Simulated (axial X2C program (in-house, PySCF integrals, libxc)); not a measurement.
# Potential curves of SiH⁺, without spin–orbit coupling

All values were computed with an in-house all-electron X2C program for linear molecules (integrals from PySCF). Spin-free means the one-electron spin-free X2C Hamiltonian. Basis: Si dyall-v3z [8s7p2d1f], H dyall-v3z [6s2p1d] (cores contracted in-house); Gaussian nuclei, density fitting, unrestricted open shells. Masses: Si 27.977 u, H 1.008 u.

State: M_S = 0, Λ = 0 (closed shell). Energies in eV from the fragments at the same level (Si+ + H). Fits are polynomials in 1 − R0/R over 0.85 to 1.23 times the lowest point R0.

| R (Å) | LDA | MP2 |
| --- | --- | --- |
| 1.3250 | -3.1579 | -2.8080 |
| 1.3859 | -3.4108 | -3.0297 |
| 1.4316 | -3.5308 | -3.1244 |
| 1.4773 | -3.6021 | -3.1693 |
| 1.5230 | -3.6334 | -3.1731 |
| 1.5763 | -3.6283 | -3.1353 |
| 1.6296 | -3.5874 | -3.0609 |
| 1.6981 | -3.4939 | -2.9240 |
| 1.7819 | -3.3339 | -2.7109 |
| 1.9037 | -3.0441 | -2.3452 |

Correlated methods: 4 electrons correlated (number of frozen shells: Si 2 s, 1 p; H none), 102 virtual spin orbitals or spinors in MP2.

The state is one determinant whose occupation by symmetry is held fixed; it was picked as the lowest of a PBE0 search that is not exhaustive. The closed shell is kept restricted, so the energy runs too high when the bond is stretched far. De is counted from the lowest determinant-based energies of the atoms at the same level, without counterpoise correction. MP2 and coupled cluster on one determinant become unreliable at the stretched end.

(1) Fit the LDA curve near its minimum: give the equilibrium distance, the harmonic wavenumber and the well depth.

(2) What are Re, ωe and De at the MP2 level?

Results:

(1) At LDA, spin-free: Re = 1.543 Å, ωe ≈ 2020 cm⁻¹, De = 3.64 eV to Si+ + H; Be follows as 7.28 cm⁻¹.

(2) At MP2, spin-free: Re = 1.505 Å, ωe ≈ 2210 cm⁻¹, De = 3.18 eV to Si+ + H; Be follows as 7.66 cm⁻¹.
